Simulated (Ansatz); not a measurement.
**SiHO2+ (SMILES O=[Si]=[OH+]): single points off equilibrium**

The task here is to estimate one member of a computed series from the others.

The runs use Ansatz 0.2.0, Gaussian basis; single points in def2-TZVPP.

Correlated methods freeze the cores.

## The system as given

SMILES `O=[Si]=[OH+]`, 4 atoms, charge 1, spin multiplicity 1.

Atoms are counted from 1 here; the program's logs count them from 0.

Bond lengths: O1–Si2 1.287 Å, Si2–O3 1.524 Å, O3–H4 1.012 Å. Angles: O1–Si2–O3 166.1°, Si2–O3–H4 169.5°.

Geometry (Å):

```xyz
4
charge 1, multiplicity 1
O    -1.9193    0.5772   -0.1158
Si   -0.6564    0.3422   -0.0432
O     0.7302   -0.2873    0.0136
H     1.6933   -0.5621    0.1597
```

Set-up of the first run:

Contents of run/in.yaml:

```yaml
crystal:
  periodic: [false, false, false]
  atoms:
    - {symbol: O, position_ang: [-1.919300, 0.577200, -0.115800]}
    - {symbol: Si, position_ang: [-0.656400, 0.342200, -0.043200]}
    - {symbol: O, position_ang: [0.730200, -0.287300, 0.013600]}
    - {symbol: H, position_ang: [1.693300, -0.562100, 0.159700]}
basis:
  gaussian: {orbitals: def2-TZVPP}
total_charge: 1
correlation: {method: ccsd_t}
output: {forces: true}
```

No record of the launch command was kept for these runs.

Steps of the session up to this table: CCSD(T)/def2-TZVPP; PBE0-D4/def2-TZVPP; wB97M-V/def2-TZVPP; r2SCAN-D4/def2-TZVPP; PBE-D4/def2-TZVPP; B97M-V/def2-TZVPP; r2SCAN0-D4/def2-TZVPP.

One of the session's tables, all rows but one given; the rest of the session is left out.

| method | RMS force component (eV/Å) | angle to CCSD(T) forces (°) |
| --- | --- | --- |
| CCSD(T) | 10.367 | reference |
| PBE0-D4 | 10.014 | 0.5 |
| wB97M-V | 10.027 | 0.3 |
| r2SCAN-D4 | ? | ? |
| PBE-D4 | 10.362 | 1.2 |
| B97M-V | 10.023 | 0.9 |
| r2SCAN0-D4 | 9.895 | 1.2 |

Estimate the missing values for r2SCAN-D4.

**Answer.** RMS force component (eV/Å): 10.167; angle to CCSD(T) forces (°): 0.2. In the column «RMS force component (eV/Å)» it lies between wB97M-V (10.027) and PBE-D4 (10.362).
